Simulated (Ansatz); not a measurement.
Ideal-gas functions of `OBF` at 600 K and 1 bar, from an Ansatz frequency run at PBE0-D4/def2-TZVP.

Molar mass 47.82 g/mol, point group Cs (symmetry number 1), electronic degeneracy 1, moments of inertia 7.815, 48.138, 55.954 u Å². Harmonic wavenumbers (cm⁻¹, unscaled): 497, 638, 921, 986, 1087, 1217, 1442, 2684, 3854.

Use S(trans) = R[1.5 ln M + 2.5 ln T − 1.1517]; rotational temperatures θ = 24.2544 K / I; S(rot) = R[ln(√π/σ · √(T³/θAθBθC)) + 1.5]; for each mode x = 1.438777 ν̃/T, S = R[x/(eˣ − 1) − ln(1 − e⁻ˣ)] and H = RT x/(eˣ − 1); 1 cm⁻¹ = 0.0119627 kJ/mol; R = 8.31446 J/(mol·K).

Problem. By hand: the entropy, in J/(mol·K).

Solution. Translation 171.6. Rotation: θ = 3.1036, 0.5039, 0.4335 K, giving 98.6. Vibration, mode by mode: 7.33, 5.55, 3.23, 2.86, 2.36, 1.85, 1.20, 0.10, 0.01, in all 24.5. Electronic 0.0. Sum 294.7 J/(mol·K).

Problem. By hand: H − E and G − E in kJ/mol, counted from the electronic energy.

Solution. Zero-point energy ½ × 13326 × 0.0119627 = 79.7; thermal vibration 9.8; translation, rotation and pV give 4 RT = 20.0. H − E = 109.5 kJ/mol, and G − E = 109.5 − 600 × 294.7/1000 = -67.3 kJ/mol.

Vibration gives 8 % of the entropy. The sum counts one conformer and one mirror image; others add a mixing term.
